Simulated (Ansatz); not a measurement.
The input, for Ansatz 0.2.0:

```yaml
crystal:
  periodic: [false, false, false]
  atoms:
    - {symbol: B, position_ang: [0.000000, 0.000000, 0.000000]}
    - {symbol: Cl, position_ang: [0.000000, 0.000000, 1.596400]}
basis:
  gaussian: {orbitals: 6-31G}
total_charge: 1
magnetization: {spin_polarized: true, initial_magnetization: 1}
correlation: {method: ccsdtq, electrons: outside_noble_gas}
```

```sh
$ ansatz run in.yaml --threads 1 --pin off --events-out ev --progress --plain --max-ram 2393MiB
```

(1) Roughly how long does this take on 1 thread of Arm Neoverse V2, shared host, and how much host memory?

```
438 factors; integrals over basis functions are off by at most 6.3e-8 eV
mean field evaluation 1: about -13159.9609 eV, gradient 1.8e1 eV
mean field evaluation 2: about -13160.0500 eV, gradient 1.8e1 eV
mean field evaluation 4: about -13162.8949 eV, gradient 2.2e0 eV
mean field evaluation 8: about -13163.0246 eV, gradient 1.4e-1 eV
mean field evaluation 16: about -13163.0254 eV, gradient 2.3e-6 eV
mean field evaluation 32: about -13158.2685 eV, gradient 3.1e-2 eV
mean field -13163.02537498 eV, -483.7322603114 hartree, gradient 2.3e-6 eV, S^2 0.766809; 0 other end points of the search recorded, 0 dependent functions left out
6 core orbitals not correlated: weight in the atoms' cores, before any rotation towards them, 1.000 or more for the frozen orbitals, at most 0.000 for the correlated occupied ones
reference -13163.02537498 eV, -483.7322603114 hartree; 5, 4 occupied and 11, 12 virtual orbitals, 438 factors
second order -2.08144544 eV of doubles, -0.00000000 eV of singles
cycle   1  -2.14865984 eV  change   -6.7e-2 eV  update   1.0e-1
cycle   2  -2.36853851 eV  change   -2.2e-1 eV  update   5.5e-2
cycle   3  -2.48683852 eV  change   -1.2e-1 eV  update   2.8e-2
cycle   4  -2.52273883 eV  change   -3.6e-2 eV  update   1.4e-2
cycle   5  -2.52495395 eV  change   -2.2e-3 eV  update   8.5e-3
cycle   6  -2.52742719 eV  change   -2.5e-3 eV  update   4.1e-3
cycle   7  -2.53299911 eV  change   -5.6e-3 eV  update   2.5e-3
cycle   8  -2.53188773 eV  change    1.1e-3 eV  update   1.6e-3
cycle   9  -2.53153700 eV  change    3.5e-4 eV  update   5.1e-4
cycle  10  -2.53199126 eV  change   -4.5e-4 eV  update   2.8e-4
cycle  11  -2.53189997 eV  change    9.1e-5 eV  update   9.6e-5
cycle  12  -2.53191619 eV  change   -1.6e-5 eV  update   7.4e-5
cycle  13  -2.53192460 eV  change   -8.4e-6 eV  update   2.0e-5
cycle  14  -2.53192388 eV  change    7.2e-7 eV  update   8.7e-6
cycle  15  -2.53192835 eV  change   -4.5e-6 eV  update   4.6e-6
cycle  16  -2.53193130 eV  change   -2.9e-6 eV  update   1.7e-6
cycle  17  -2.53193221 eV  change   -9.1e-7 eV  update   8.0e-7
cycle  18  -2.53193246 eV  change   -2.5e-7 eV  update   4.3e-7
Total energy: -13165.55730743 eV, -483.8253071129 hartree
```

For the same geometry and basis full CI lies 3.5 meV higher.

Answers

(1) 20 s wall and 0.29 GiB.
